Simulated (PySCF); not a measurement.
**Static response to an electric field**

Species: nitrous acid, HNO2.
Numbering: `[O:1]=[N:2][OH:3]` (hydrogens: H4 on O3)

Geometry (PBE0-D3(BJ)/def2-SVP, Å), atoms numbered from 1 in this order:
```xyz
4
HNO2 angstrom
O      1.078   -0.665   -0.062
N      0.672    0.441   -0.054
O     -0.666    0.528    0.027
H     -1.001   -0.395    0.059
```

Level: PBE0/def2-SVPD (PySCF), static field, nuclei fixed, core orbitals frozen in the response. The polarisability tensor in these axes (au):

```
x   24.71 -2.84 -0.62
y   -2.84 20.28  0.08
z   -0.62  0.08 13.88
```

Q: Diagonalise the tensor; give its mean and Δα, where Δα² is half the sum of the squared differences of the eigenvalues.

A: Principal values 13.84, 18.90 and 26.12 au; mean 19.62 au = 2.91 Å³ = 3.23 × 10⁻⁴⁰ C²·m²/J; Δα = 10.69 au (54 % of the mean).

Q: What is the dipole moment, and where does it point?

A: (-1.42, -0.90, 0.10) D, 1.68 D in size, pointing from the negative to the positive side. Measured along this direction, the outermost atoms are N2 at the negative end and H4 at the positive end.

Q: Sum over states: ᾱ = Σ f/ω², ω in Eh. What share falls to these 10 lowest TDDFT singlets (eV, f)? 3.66, 0.0010; 7.10, 0.0018; 7.18, 0.0513; 8.07, 0.1485; 9.45, 0.0081; 9.53, 0.0113; 9.84, 0.0329; 9.85, 0.1259; 10.20, 0.0741; 10.22, 0.0024.

A: They add up to 4.43 au, 22.6 % of the 19.62 au; the largest single term is 1.69 au, from the state at 8.07 eV. Terms in order: 0.06, 0.03, 0.74, 1.69, 0.07, 0.09, 0.25, 0.96, 0.53, 0.02 au. Higher excitations give the rest. The strengths listed sum to 0.457.

Q: Molar refractivity from α?

A: Lorentz–Lorenz: R = (4π/3)N_A α = 2.5225 cm³/(mol·Å³) × 2.91 Å³ = 7.3 cm³/mol, in the limit of long wavelengths.

Q: Find the Langevin capture rate constant for H3O+ (19.018 u) meeting this molecule (47.001 u), k = 2.342 × 10⁻⁹ cm³/s × √(α in Å³ / reduced mass in u).

A: The reduced mass is 13.54 u, so k = 1.09 × 10⁻⁹ cm³/s. The formula leaves out the permanent dipole, which adds to the capture rate.

Geometry: PBE0-D3(BJ)/def2-SVP; no solvent, vibrations or thermal averaging.
